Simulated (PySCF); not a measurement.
# Dipole moment and polarisability of diethyl sulfide

Species: diethyl sulfide, C₄H₁₀S.
Cartesian coordinates in Å at the GFN2-xTB level; atoms count from 1:
```
atom  x, y, z in Å
C1    -2.1678   -0.2071    0.1047
C2    -1.1826    0.8126   -0.4343
S3    -0.0639    0.1050   -1.6935
C4     1.1461   -0.7649   -0.6364
C5     2.1997    0.1688   -0.0717
H6    -2.8394    0.2657    0.8191
H7    -1.6527   -1.0229    0.6082
H8    -2.7573   -0.6240   -0.7085
H9    -0.5669    1.2378    0.3576
H10   -1.7040    1.6191   -0.9482
H11    1.5984   -1.5132   -1.2859
H12    0.5918   -1.2708    0.1532
H13    2.9078   -0.3922    0.5354
H14    2.7402    0.6571   -0.8789
H15    1.7461    0.9369    0.5517
```

Level: CAM-B3LYP/def2-SVPD (PySCF), static field, nuclei fixed, core orbitals frozen in the response. The polarisability tensor in these axes (au):

```
x   82.98 -3.34 -0.90
y   -3.34 64.74 -0.12
z   -0.90 -0.12 67.91
```

**Question.** What are the eigenvalues, a third of the trace, and Δα (Δα² = ½Σ(αi − αj)² over the three pairs)?

**Answer.** Principal values 64.13, 67.88 and 83.62 au; mean 71.88 au = 10.65 Å³ = 11.85 × 10⁻⁴⁰ C²·m²/J; Δα = 17.91 au (25 % of the mean).

**Question.** What is the dipole moment, and where does it point?

**Answer.** (0.07, -0.12, 1.77) D, 1.77 D in size, pointing from the negative to the positive side. Measured along this direction, the outermost atoms are S3 at the negative end and H6, H13 and H7 at the positive end.

**Question.** What molar refraction does this α imply?

**Answer.** Lorentz–Lorenz: R = (4π/3)N_A α = 2.5225 cm³/(mol·Å³) × 10.65 Å³ = 26.9 cm³/mol, in the limit of long wavelengths.

**Question.** What are the principal values of the traceless quadrupole moment, Θ = ½Σq(3rr − r²1), about the centre of nuclear charge?

**Answer.** -3.28, -2.60, 5.88 D·Å. The values depend on the origin, since the dipole doesn't vanish. The electronic extent ⟨r²⟩ about the same centre is 692 bohr², a root-mean-square distance of 1.97 Å for the 50 electrons.

**Question.** Give the principal axes and the span of the nuclei along them.

**Answer.** Largest value along (0.98, -0.17, -0.06), where the nuclei span 5.78 Å; middle along (0.04, -0.08, 1.00), 2.38 Å; least along (0.18, 0.98, 0.07), 2.57 Å. The strongest response lies along the longest span, while the other two are in reverse order.

Geometry: GFN2-xTB, one conformer, isolated molecule.
